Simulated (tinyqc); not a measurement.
Pariser-Parr-Pople SCF with singles CI, for the molecule C=CC1=CC1=C (SMILES; centres numbered as the heavy atoms are written), step by step. One step of it, computed by the program tinyqc.

Problem. Iteration 2: orbitals and new P. Diagonalise F (the basis is taken as orthonormal) and form P = 2 sum c c over the lowest orbitals; 0.3 of the old P is kept.

F (eV):
```
           1C         2C         3C         4C         5C         6C
1C  -5.680692  -4.699570  -0.054176   0.493202   0.013718  -0.254924
2C  -4.699570  -5.599091  -3.459284   0.232009   0.054295   0.035866
3C  -0.054176  -3.459284  -5.466082  -4.445680  -2.970238   0.607811
4C   0.493202   0.232009  -4.445680  -5.510216  -3.479270   0.302832
5C   0.013718   0.054295  -2.970238  -3.479270  -5.384033  -4.572443
6C  -0.254924   0.035866   0.607811   0.302832  -4.572443  -5.206037
```

pi electrons, sum of z_r less the charge = 6

P after iteration 1:
```
           1C         2C         3C         4C         5C         6C
1C   0.856882   0.863985   0.027977  -0.350635  -0.008851   0.190006
2C   0.863985   1.078371   0.399990  -0.128845  -0.030152  -0.025496
3C   0.027977   0.399990   1.078240   0.769266   0.217134  -0.337561
4C  -0.350635  -0.128845   0.769266   0.810637   0.407617  -0.168202
5C  -0.008851  -0.030152   0.217134   0.407617   1.119016   0.816531
6C   0.190006  -0.025496  -0.337561  -0.168202   0.816531   1.056854
```

Give: orbital energies; P after iteration 2.

Solution.

orbital energies (eV): -13.805  -10.663  -7.887  -2.173  0.451  1.231

P after iteration 2:
```
        1C      2C      3C      4C      5C      6C
1C   0.940   0.899   0.042  -0.349  -0.029   0.197
2C   0.899   1.028   0.396  -0.062  -0.043  -0.062
3C   0.042   0.396   0.970   0.794   0.267  -0.328
4C  -0.349  -0.062   0.794   0.859   0.410  -0.201
5C  -0.029  -0.043   0.267   0.410   1.015   0.849
6C   0.197  -0.062  -0.328  -0.201   0.849   1.188
```
